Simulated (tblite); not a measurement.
Difluoroacetate, C₂HF₂O₂ (charge -1).
Bonds: O1–C2 (double), C2–O3, C2–C4, C4–F5, C4–F6. Hydrogens: H7 on C4.
Bond orders are those of one Lewis drawing.

Computed with GFN2-xTB (tblite), gas phase: Langevin dynamics at 600 K from the optimised GFN2-xTB geometry, time step 0.5 fs, friction 0.01 fs⁻¹, 2000 steps.

Start geometry:
```
atom  x, y, z in Å
O1      1.362   -1.147   -0.570
C2      0.991   -0.140    0.031
O3      1.595    0.717    0.660
C4     -0.626    0.049   -0.052
F5     -1.231    0.059    1.180
F6     -0.999    1.231   -0.641
H7     -1.088   -0.764   -0.634
```

The statistics below take the 31 frames saved every 25 fs from 250 to 1000 fs; their kinetic temperature (all 3N coordinates) averages 686 K.

**Question.** How do the bond lengths spread?

**Answer.** 
| bond | start (Å) | mean (Å) | standard deviation (Å) | shortest (Å) | longest (Å) |
| --- | --- | --- | --- | --- | --- |
| O1=C2 | 1.230 | 1.227 | 0.021 | 1.187 | 1.271 |
| C2–O3 | 1.223 | 1.226 | 0.024 | 1.175 | 1.269 |
| C2–C4 | 1.630 | 1.674 | 0.085 | 1.519 | 1.877 |
| C4–F5 | 1.373 | 1.390 | 0.048 | 1.269 | 1.478 |
| C4–F6 | 1.373 | 1.380 | 0.034 | 1.317 | 1.445 |
| C4–H7 | 1.101 | 1.110 | 0.032 | 1.041 | 1.155 |

**Question.** Follow the torsion O1–C2–C4–F5 through every second one of these frames.

**Answer.** 
```
t (fs)  O1–C2–C4–F5 (°)
   250             -150
   300             -115
   350              -82
   400              -53
   450               -7
   500               21
   550               40
   600               44
   650               63
   700               76
   750               91
   800              110
   850              118
   900              129
   950              115
  1000              101
```

Largest departure from the start value over all these frames: O1–C2–C4–F5 176° (start 120°).

The run is classical and short, so these are rough statistics of one trajectory.

What follows is the cost of the whole dynamics run. Time: 7.9 s of wall time; peak memory 0.19 GiB. Hardware: Arm Neoverse N1, one thread, shared host with 64 logical CPUs at a one-minute load of 22.
